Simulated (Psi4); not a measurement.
**BH2SO (SMILES O[B]S) at UB3LYP/def2-TZVPD (sweep point 5)**

Aim: the vertical electron affinity of BH2SO at UB3LYP/def2-TZVPD (sweep point 5), from 2 runs. 

The results are computed with Psi4 1.11.

4 further runs of the same task are left out: 4 set aside as unsound or not needed.

## Step 1: The molecule

BH2SO: 5 atoms, total charge 0, spin state doublet. As SMILES, `O[B]S`. The coordinates come from a PBE0-D4/def2-TZVP relaxation. This is a higher conformer, about 7 kJ/mol above the lowest found by a separate search.

Bond lengths: O1–B2 1.334 Å, B2–S3 1.785 Å, O1–H4 0.966 Å, S3–H5 1.356 Å. Angles: O1–B2–S3 132.0°, B2–O1–H4 116.7°, B2–S3–H5 99.8°.

## Step 2: The energy at UB3LYP/def2-TZVPD (sweep point 5)

Contents of input.in:

```
memory 1600 mb

molecule {
  0 2
  O     -1.294700    -0.054700    -0.435600
  B     -0.454300     0.825600     0.109700
  S      1.253800     0.694200     0.611100
  H     -0.947100    -0.940000    -0.604700
  H      1.492100    -0.598600     0.278200
  symmetry c1
}

set globals {
  reference uks
  puream true
  scf_type pk
  dft_radial_points 75
  dft_spherical_points 302
  maxiter 150
}

E, wfn = energy("b3lyp/def2-TZVPD", return_wfn=True)
```

Launch:

```sh
$ psi4 -n 1 input.in input.out
```

input.out:

```text
[...]
  Running in c1 symmetry.
[...]
  Nuclear repulsion =   80.849772422660863
[...]
  Multiplicity = 2
[...]
  Nalpha       = 16
  Nbeta        = 15
[...]
    Number of basis functions: 141
[...]
   @UKS iter   1:  -499.31151372080228   -1.99026e-01   5.77525e-03 DIIS/ADIIS
[...]
   @UKS iter   9:  -499.54854066086511   -8.12138e-08   5.93216e-07 DIIS
[...]
   @S^2 Observed:                7.526448329E-01
[...]
    Orbital Energies [Eh]
    ---------------------
    Alpha Occupied:
       1A    -88.872452     2A    -19.178796     3A     -7.951156
       4A     -6.817831     5A     -5.913889     6A     -5.909527
       7A     -5.906942     8A     -1.064390     9A     -0.758792
      10A     -0.600034    11A     -0.475440    12A     -0.442168
      13A     -0.405072    14A     -0.353844    15A     -0.290279
      16A     -0.211417
    Alpha Virtual:
      17A     -0.023233    18A     -0.019463    19A      0.002691
      20A      0.014406    21A      0.027644    22A      0.034034
      23A      0.055285    24A      0.068230    25A      0.079585
[...]
  @UKS Final Energy:  -499.54854066086511
   => Energetics <=
    Nuclear Repulsion Energy =             80.8497724226608625
    One-Electron Energy =                -848.2459478697574013
    Two-Electron Energy =                 299.3956708647809251
    DFT Exchange-Correlation Energy =     -31.5480360785495293
    Empirical Dispersion Energy =           0.0000000000000000
    VV10 Nonlocal Energy =                  0.0000000000000000
    Total Energy =                       -499.5485406608651147
[...]
 Multipole Moments:
 ------------------------------------------------------------------------------------
     Multipole            Electronic (a.u.)      Nuclear  (a.u.)        Total (a.u.)
 ------------------------------------------------------------------------------------
 L = 1.  Multiply by 2.5417464519 to convert [e a0] to [Debye]
 Dipole X            :         -0.4965650            0.7379454            0.2413804
 Dipole Y            :          1.7773186           -2.6623430           -0.8850244
 Dipole Z            :          0.4038325           -0.6066986           -0.2028662
 Magnitude           :                                                    0.9395144
[...]
```

Run time: 12 s. Hardware: 1 thread of AMD EPYC 9R45 (Zen 5), shared host; peak memory 1.1 GiB.

## Step 3: The singlet anion at the same level

Contents of calc.inp:

```
memory 1.6 GB

molecule {
  -1 1
  O     -1.294700    -0.054700    -0.435600
  B     -0.454300     0.825600     0.109700
  S      1.253800     0.694200     0.611100
  H     -0.947100    -0.940000    -0.604700
  H      1.492100    -0.598600     0.278200
  symmetry c1
}

set basis def2-TZVPD
set reference rks
set puream true
set scf_type pk
set dft_radial_points 75
set dft_spherical_points 302

energy('b3lyp')
print_variables()
```

Launch:

```sh
$ psi4 -n 1 calc.inp calc.out
```

calc.out:

```text
[...]
  Running in c1 symmetry.
[...]
  Nuclear repulsion =   80.849772422660863
[...]
  Multiplicity = 1
[...]
  Nalpha       = 16
  Nbeta        = 16
[...]
    Number of basis functions: 141
[...]
   @RKS iter   1:  -499.10996018794782    2.52722e-03   6.81422e-03 DIIS/ADIIS
[...]
   @RKS iter  10:  -499.56769906136822   -7.23790e-08   5.09178e-07 DIIS
[...]
    Orbital Energies [Eh]
    ---------------------
    Doubly Occupied:
       1A    -88.677274     2A    -18.984012     3A     -7.756555
       4A     -6.591972     5A     -5.719852     6A     -5.713956
       7A     -5.712628     8A     -0.867876     9A     -0.561945
      10A     -0.397280    11A     -0.273666    12A     -0.247250
      13A     -0.210216    14A     -0.163824    15A     -0.103018
      16A      0.032605
[...]
  @RKS Final Energy:  -499.56769906136822
   => Energetics <=
    Nuclear Repulsion Energy =             80.8497724226608625
    One-Electron Energy =                -854.3259915272898297
    Two-Electron Energy =                 305.5850909735305549
    DFT Exchange-Correlation Energy =     -31.6765709302698255
    Empirical Dispersion Energy =           0.0000000000000000
    VV10 Nonlocal Energy =                  0.0000000000000000
    Total Energy =                       -499.5676990613682165
[...]
 Multipole Moments:
 ------------------------------------------------------------------------------------
     Multipole            Electronic (a.u.)      Nuclear  (a.u.)        Total (a.u.)
 ------------------------------------------------------------------------------------
 L = 1.  Multiply by 2.5417464519 to convert [e a0] to [Debye]
 Dipole X            :         -0.0422237            0.7379454            0.6957217
 Dipole Y            :          1.7762589           -2.6623430           -0.8860841
 Dipole Z            :          0.5478596           -0.6066986           -0.0588390
 Magnitude           :                                                    1.1281116
[...]
```

Wall time 8.7 s (1 thread of AMD EPYC 9R45 (Zen 5), shared host); peak memory 1.1 GiB.

## Step 4: Results

Level: UB3LYP/def2-TZVPD (sweep point 5).

```
                                                            quantity          value
                                         doublet BH2SO: total energy  -499.54854 Eh
                                        doublet BH2SO: dipole moment         2.39 D
                   doublet BH2SO: HOMO energy (highest over α and β)       -5.75 eV
                    doublet BH2SO: LUMO energy (lowest over α and β)       -2.18 eV
                                                 doublet BH2SO: ⟨S²⟩          0.753
                                         singlet anion: total energy  -499.56770 Eh
                                          singlet anion: HOMO energy        0.89 eV
                                          singlet anion: LUMO energy        3.08 eV
singlet anion: HOMO–LUMO gap (to an unbound level, set by the basis)        2.19 eV
                   vertical electron affinity (to the singlet anion)       0.521 eV
```

In words: At fixed nuclei the extra electron is bound by 0.52 eV (50.3 kJ/mol). The HOMO (singlet anion) lies at positive energy, 0.89 eV; only total energies tell whether the electron is bound.
